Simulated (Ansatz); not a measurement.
Process, species as SMILES: [C-]#[S+] (C-S) → CS+ (doublet, bonded as [C-]#[S+]) + e-
B3LYP-D3(BJ)/def2-TZVP geometries, fixed; electronic energies without zero-point terms.

Core correlation in the adiabatic ionisation energy at CCSD(T) with Ansatz (a program for electronic structure), in eV: frozen core against 1s of Al to Cl frozen alone. The T1 diagnostic of CCSD is high for at least one species. An unrestricted Hartree-Fock determinant is markedly spin-contaminated. Open shells are unrestricted.

| basis | functions, most | frozen core | 1s of Al to Cl frozen alone | core term (second minus first) |
|---|---|---|---|---|
| cc-pV(D+d)Z | 37 | 11.009 | 11.008 | -0.001 |
| cc-pCVDZ | 45 | 11.062 | 11.065 | 0.003 |
| cc-pV(T+d)Z | 69 | 11.264 | 11.250 | -0.014 |
| cc-pCVTZ | 102 | 11.273 | 11.279 | 0.007 |
| cc-pwCVTZ | 102 | 11.268 | 11.274 | 0.006 |
| cc-pV(Q+d)Z | 119 | 11.350 | 11.342 | -0.008 |

The largest core-valence set, cc-pwCVTZ, gives a core term of 0.006 eV; the valence set cc-pV(Q+d)Z, which lacks functions for the core, gives -0.008.
